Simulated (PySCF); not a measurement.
C2H6S. Atoms are numbered in the order given.

```xyz
9

C      1.3688     0.0000    -0.5070
S      0.0000     0.0000     0.6544
C     -1.3688     0.0000    -0.5070
H      1.3533    -0.8926    -1.1358
H      2.2887     0.0000     0.0784
H      1.3533     0.8926    -1.1358
H     -1.3533    -0.8926    -1.1358
H     -2.2887     0.0000     0.0784
H     -1.3533     0.8926    -1.1358
```
Charge 0, spin multiplicity 1.

Geometry optimised at PBE0-D3(BJ)/def2-TZVP.

These are TDDFT-PBE/def2-SVPD run with PySCF 2.14.0 values and carry that method's errors.

Vertical excitations. Gas-phase values at a fixed geometry. State labels are in the subgroup C2v.

Question: Give excitation energies, oscillator strengths and character. (Estimate from the structure and the level; the computed values follow.)

Answer: 
```tsv
state	symmetry	energy (eV)	λ (nm)	f	main pairs
S1	A2	5.06	245	0.000	HOMO→LUMO 100 %
S2	B2	5.14	241	0.003	HOMO→LUMO+1 100 %
S3	B2	5.83	213	0.030	HOMO→LUMO+2 96 %
S4	A1	6.18	200	0.048	HOMO→LUMO+3 100 %
S5	B2	6.48	191	0.004	HOMO→LUMO+4 96 %
S6	A2	6.77	183	0.000	HOMO→LUMO+5 99 %
S7	A2	7.11	174	0.000	HOMO→LUMO+6 99 %
S8	B2	7.43	167	0.055	HOMO→LUMO+7 94 %
S9	A1	7.71	161	0.005	HOMO→LUMO+8 59 %, HOMO−1→LUMO+1 41 %
S10	B1	7.75	160	0.007	HOMO−1→LUMO 63 %, HOMO→LUMO+9 35 %
T1	A2	4.70	264	0	HOMO→LUMO 99 %
T2	B2	5.01	247	0	HOMO→LUMO+1 99 %
T3	B2	5.43	228	0	HOMO→LUMO+2 98 %
T4	A1	6.03	206	0	HOMO→LUMO+3 100 %
```
Triplets are in the Tamm–Dancoff approximation, which puts them higher than full response would, so one can lie above its singlet here.
